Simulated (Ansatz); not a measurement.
# Molecular dynamics, step by step

CH2BCl (SMILES B=CCl), closed shell, revPBE-D4/cc-pVDZ (Ansatz 0.2.0). Settings (timestep in fs, temperature in K; T counts 9 degrees of freedom):

```yaml
hamiltonian: {xc: {name: revPBE}, dispersion: d4}
md: {n_steps: 30, timestep: 1.0, temperature: 700, ensemble: nve, seed: 686, initial_velocities: maxwell_boltzmann}
```

Start (the SMILES describes the start alone):

```xyz
5
angstrom
B -0.7435 0.2497 -0.5130
C 0.3034 -0.0538 0.3434
Cl 1.7238 -1.0195 -0.0146
H -1.6277 0.5280 -1.1842
H 0.3439 0.2955 1.3683
```

```json
{"step": "0", "time (fs)": "0.00", "potential energy less the start (meV)": "0.0", "kinetic energy (meV)": "271.4", "T (K)": "700"}
{"step": "2", "time (fs)": "2.00", "potential energy less the start (meV)": "26.4", "kinetic energy (meV)": "243.6", "T (K)": "628"}
{"step": "4", "time (fs)": "4.00", "potential energy less the start (meV)": "90.4", "kinetic energy (meV)": "181.4", "T (K)": "468"}
{"step": "6", "time (fs)": "6.00", "potential energy less the start (meV)": "101.7", "kinetic energy (meV)": "170.4", "T (K)": "439"}
{"step": "8", "time (fs)": "8.00", "potential energy less the start (meV)": "57.9", "kinetic energy (meV)": "211.1", "T (K)": "544"}
{"step": "10", "time (fs)": "10.00", "potential energy less the start (meV)": "108.5", "kinetic energy (meV)": "162.4", "T (K)": "419"}
{"step": "12", "time (fs)": "12.00", "potential energy less the start (meV)": "161.8", "kinetic energy (meV)": "110.7", "T (K)": "285"}
{"step": "14", "time (fs)": "14.00", "potential energy less the start (meV)": "146.2", "kinetic energy (meV)": "123.9", "T (K)": "320"}
{"step": "16", "time (fs)": "16.00", "potential energy less the start (meV)": "163.1", "kinetic energy (meV)": "108.9", "T (K)": "281"}
{"step": "18", "time (fs)": "18.00", "potential energy less the start (meV)": "135.1", "kinetic energy (meV)": "136.9", "T (K)": "353"}
{"step": "20", "time (fs)": "20.00", "potential energy less the start (meV)": "68.9", "kinetic energy (meV)": "200.2", "T (K)": "516"}
{"step": "22", "time (fs)": "22.00", "potential energy less the start (meV)": "99.6", "kinetic energy (meV)": "171.2", "T (K)": "441"}
{"step": "24", "time (fs)": "24.00", "potential energy less the start (meV)": "139.9", "kinetic energy (meV)": "132.5", "T (K)": "342"}
{"step": "26", "time (fs)": "26.00", "potential energy less the start (meV)": "118.3", "kinetic energy (meV)": "151.8", "T (K)": "391"}
{"step": "28", "time (fs)": "28.00", "potential energy less the start (meV)": "130.7", "kinetic energy (meV)": "141.0", "T (K)": "364"}
{"step": "30", "time (fs)": "30.00", "potential energy less the start (meV)": "112.3", "kinetic energy (meV)": "158.6", "T (K)": "409"}
```

Step 10, positions (Å) and forces (eV/Å):

```tsv
atom	x	y	z	Fx	Fy	Fz
B1	-0.770	0.292	-0.553	1.651	-0.456	1.897
C2	0.317	-0.083	0.313	-1.001	0.247	-1.053
Cl3	1.736	-1.023	-0.001	0.352	-0.224	-0.176
H4	-1.862	0.542	-0.833	-0.905	0.221	-0.787
H5	0.277	0.291	1.348	-0.096	0.211	0.119
```

Step 12, positions (Å) and forces (eV/Å):

```csv
atom,x,y,z,Fx,Fy,Fz
B1,-0.782,0.303,-0.556,2.307,-0.718,2.227
C2,0.324,-0.090,0.310,-1.759,0.430,-1.857
Cl3,1.739,-1.024,0.000,0.379,-0.197,-0.076
H4,-1.884,0.538,-0.800,-1.005,0.245,-0.767
H5,0.232,0.311,1.323,0.078,0.240,0.473
```

Step 26, positions (Å) and forces (eV/Å):

```json
{"atom": "B1", "x": "-0.811", "y": "0.334", "z": "-0.466", "Fx": "-1.668", "Fy": "0.143", "Fz": "-1.562"}
{"atom": "C2", "x": "0.276", "y": "-0.103", "z": "0.210", "Fx": "2.488", "Fy": "-0.630", "Fz": "1.743"}
{"atom": "Cl3", "x": "1.764", "y": "-1.033", "z": "0.014", "Fx": "-0.699", "Fy": "0.375", "Fz": "-0.077"}
{"atom": "H4", "x": "-1.859", "y": "0.595", "z": "-0.947", "Fx": "-0.189", "Fy": "0.277", "Fz": "0.019"}
{"atom": "H5", "x": "0.213", "y": "0.387", "z": "1.222", "Fx": "0.068", "Fy": "-0.165", "Fz": "-0.122"}
```

Last step (30):

```
5
angstrom
B -0.8433 0.3376 -0.4580
C 0.2935 -0.1135 0.1995
Cl 1.7668 -1.0327 0.0175
H -1.8844 0.6876 -1.0376
H 0.2772 0.3696 1.2184
```

The run took about 20 s on 2 CPU threads of an Arm Neoverse V1 (shared host).
